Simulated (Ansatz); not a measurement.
## Co2Bi: from a trial structure to a relaxed crystal

Level of theory: DFT PBE, scalar-relativistic, plane waves, PAW in Ansatz.

Co2Bi was placed on the cubic Laves (C15) structure type (Fd-3m, No. 227), with Bi in place of Mg, Co in place of Cu, at a guessed volume.

The final relaxation ran on this input, with the default PAW datasets:

```yaml
crystal:
  lattice:
    - [0.0, 3.6488415577, 3.6488415577]
    - [3.6488415577, 0.0, 3.6488415577]
    - [3.6488415577, 3.6488415577, 0.0]
  atoms:
    - { symbol: Co, position: [0.125, 0.125, 0.125], spin: 1.72 }
    - { symbol: Co, position: [0.625, 0.125, 0.125], spin: 1.72 }
    - { symbol: Co, position: [0.125, 0.125, 0.625], spin: 1.72 }
    - { symbol: Co, position: [0.125, 0.625, 0.125], spin: 1.72 }
    - { symbol: Bi, position: [0.5, 0.5, 0.5] }
    - { symbol: Bi, position: [0.75, 0.75, 0.75] }
basis:
  ecutwfc: 420
kpoints:
  mp_grid: { grid: [10, 10, 10] }
hamiltonian:
  xc: pbe
scf:
  occupations: { method: gaussian, width: 0.1 }
output:
  forces: true
  stress: true
  eigenvalues: true
  populations: true
magnetization:
  spin_polarized: true
relax:
  adjacent_minimum: "off"
  f_tol: 0.01
  max_steps: 80
  cell: { stress_tol: 0.05 }
```

Launched as:

```bash
ansatz run input.yaml --threads 1 --pin off --max-ram 2560MiB --backend cpu --events-out ev --progress --plain --runs-dir out
```

Time: 2.3 min on 1 thread of Arm Neoverse V2, with other jobs on the host, peak memory 0.68 GiB.

The program printed at the end:

```
SCF converged after 8 iterations
Magnetization: 6.3850 μB (52.1925 up, 45.8075 down)
Absolute magnetization: 6.9588 μB (∫|ρ↑−ρ↓|, with the PAW one-centre terms)
Spin contamination: 0.1576 ħ² per cell (⟨S²⟩ above its minimum at these occupations)
Per-site moments (μB) at R_I (Å): [(1.652778, 1.063635), (1.652778, 1.063635), (1.652778, 1.063635), (1.652778, 1.063635), (-0.017088, 1.247223), (-0.017088, 1.247223)]
Free energy (F): -45294.943751 eV
Harris-Foulkes:  -45294.943751 eV  (|F-HF|=0.00e0)
Internal energy: -45294.888840 eV  (E = F + TS)
E sigma→0 (E₀):  -45294.916296 eV
Entropy (-TS):   -0.054911 eV (-9.152 meV/atom)
Fermi energy:    16.458794 eV
--- Per-component energies (eV) ---
  E_band       = -1151.382655
  E_kinetic    = 2414.270332
  E_local      = -15838.708377  (includes V_loc(G=0)·N_el)
  E_nonlocal   = 2960.152802
  E_hartree    = 6483.054391
  E_xc         = -934.602768
  E_vxc        = -1103.992743  (∫ρ·V_xc dr)
  E_paw        = -27400.697340  (= ΣΔE_a)
  E_vpaw       = -2549.213158  (= ΣTr[D̂ρ^β])
  E_aug_tail   = -0.000597  (compensation charges beyond the density's cutoff)
  E_ewald      = -12978.357283
  E_smearing   = -0.054911  (= −TS)
  E_closure    = 0.000000  (closes the sum)
  Σ components = -45294.943751   (vs F -45294.943751, Δ=0.00e0)
--- Forces (eV/Å), atoms counted from 1 ---
  atom   1  Co     0.00000000     0.00000000     0.00000000
  atom   2  Co     0.00000000     0.00000000     0.00000000
  atom   3  Co     0.00000000     0.00000000     0.00000000
  atom   4  Co     0.00000000     0.00000000     0.00000000
  atom   5  Bi     0.00000000     0.00000000     0.00000000
  atom   6  Bi     0.00000000     0.00000000     0.00000000
  max |Σ_I F_I| component: 5.55e-17 eV/Å
--- Stress (GPa, compression-positive) ---
        0.030313       0.000000       0.000000
        0.000000       0.030313       0.000000
        0.000000       0.000000       0.030313
  P = ⅓ Tr σ = 0.0303 GPa (0.303 kbar)
  k-point 0 ↑: bands = ["-79.4054", "-79.3825", "-79.3825", "-79.3825", "-42.9926", "-42.8438", "-42.8438", "-42.8438", "-42.5957", "-42.5957", "-42.5800", "-42.5800", "-42.5800", "-42.5328", "-42.5328", "-42.5328", "-6.7878", "-6.7878", "-6.7878", "-6.7477", "-6.7477", "-6.5763", "-6.5763", "-6.5756", "-6.5756", "-6.5756", "2.5644", "7.7976", "11.2983", "11.6152", "11.6152", "11.6152", "12.7152", "12.7152", "12.7152", "13.4651", "13.4651", "14.3552", "14.3552", "14.3552", "14.7532", "14.7532", "14.7532", "14.7696", "14.7696", "14.7696", "14.8419", "14.8419", "15.4595", "15.7776", "15.7776", "15.7776", "16.8168", "16.8168", "16.8168", "17.2769", "19.0954", "19.0954", "21.3509", "21.3509", "21.3509", "26.8057", "26.8057"]
  k-point 1 ↑: bands = ["-79.4050", "-79.3829", "-79.3825", "-79.3825", "-42.9898", "-42.8459", "-42.8434", "-42.8434", "-42.5951", "-42.5951", "-42.5808", "-42.5796", "-42.5796", "-42.5341", "-42.5341", "-42.5328", "-6.7917", "-6.7917", "-6.7861", "-6.7424", "-6.7424", "-6.5878", "-6.5878", "-6.5778", "-6.5652", "-6.5652", "2.6366", "7.5869", "11.2744", "11.6283", "11.6283", "11.8260", "12.6182", "12.7202", "12.7202", "13.4680", "13.4680", "13.9007", "14.1964", "14.1964", "14.7367", "14.7367", "14.7479", "14.7658", "14.7803", "14.7803", "14.9883", "14.9883", "15.7483", "15.7483", "15.7775", "15.9112", "16.7075", "16.7075", "16.9945", "17.2724", "19.2126", "19.2126", "21.6514", "21.6514", "21.8144", "25.9900", "26.5328"]
  k-point 2 ↑: bands = ["-79.4038", "-79.3841", "-79.3825", "-79.3825", "-42.9818", "-42.8521", "-42.8425", "-42.8425", "-42.5935", "-42.5935", "-42.5828", "-42.5783", "-42.5783", "-42.5380", "-42.5380", "-42.5328", "-6.7986", "-6.7986", "-6.7819", "-6.7320", "-6.7320", "-6.5988", "-6.5988", "-6.5835", "-6.5568", "-6.5568", "2.8466", "7.0767", "11.0678", "11.6675", "11.6675", "12.1479", "12.6334", "12.7341", "12.7341", "13.4675", "13.4675", "13.6580", "14.0055", "14.0055", "14.6027", "14.6592", "14.6592", "14.7557", "14.7826", "14.7826", "15.1323", "15.1323", "15.5734", "15.5734", "15.7772", "16.1762", "16.5847", "16.7103", "16.7103", "18.5479", "19.4807", "19.4807", "22.4663", "22.4663", "22.9583", "24.3250", "25.4534"]
  k-point 46 ↓: bands = ["-77.4560", "-77.4560", "-77.4441", "-77.4441", "-40.8531", "-40.8531", "-40.7963", "-40.7963", "-40.7743", "-40.7743", "-40.7688", "-40.7688", "-40.7432", "-40.7432", "-40.7308", "-40.7308", "-6.8267", "-6.8267", "-6.7110", "-6.7110", "-6.6691", "-6.6691", "-6.6430", "-6.6430", "-6.5287", "-6.5287", "4.6828", "4.6828", "10.1397", "10.1397", "13.1397", "13.1397", "13.9269", "13.9269", "14.6669", "14.6669", "14.8333", "14.8333", "15.1894", "15.1894", "15.6396", "15.6396", "16.0108", "16.0108", "16.2138", "16.2138", "16.4430", "16.4430", "16.7863", "16.7863", "17.3126", "17.3126", "17.7987", "17.7987", "21.0295", "21.0295", "22.0417", "22.0417", "22.9592", "22.9592", "23.8903", "23.8903", "25.4845"]
--- Relaxed structure (2 steps of the walk, 2 accepted, 1 SCFs on fresh bases) ---
  F+E_penalty+E_count = -45294.94375142 eV   max|allowed force component| = 2.868e-16 eV/Å   (the final SCF, on the basis selected at the relaxed cell)
  cell:  # Å, volume = 96.9798 Å³
    - [0.000000, 3.646564, 3.646564]
    - [3.646564, 0.000000, 3.646564]
    - [3.646564, 3.646564, 0.000000]
  atoms:
    - { symbol: Co, position: [0.125, 0.125, 0.125] }
    - { symbol: Co, position: [0.625, 0.125, 0.125] }
    - { symbol: Co, position: [0.125, 0.125, 0.625] }
    - { symbol: Co, position: [0.125, 0.625, 0.125] }
    - { symbol: Bi, position: [0.5, 0.5, 0.5] }
    - { symbol: Bi, position: [0.750000, 0.750000, 0.750000] }
--- Löwdin populations: 6 sites ---
  site symbol q [e]    m [muB]
     0     Co     16.7091     1.6470
     1     Co     16.7091     1.6470
     2     Co     16.7091     1.6470
     3     Co     16.7091     1.6470
     4     Bi     15.1107    -0.0190
     5     Bi     15.1107    -0.0190
  spilling = 0.009612 (of n_electrons = 98.000000)
```

Absolute energies hang on the potentials; compare differences alone.

The result has space group Fd-3m (No. 227). Around Co lie 6 Co at 2.58 Å and 6 Bi at 3.02 Å; Bi has 12 Co at 3.02 Å and 4 Bi at 3.16 Å.

Against the elements it lies at 0.47 eV/atom. The zero of energy is the elements' standard structures at the same level; no fitted shifts are applied.

For metals, differences of a few meV/atom aren't resolved. Spin–orbit coupling is left out.

Symmetry constrained the relaxation, so the result can be a saddle point.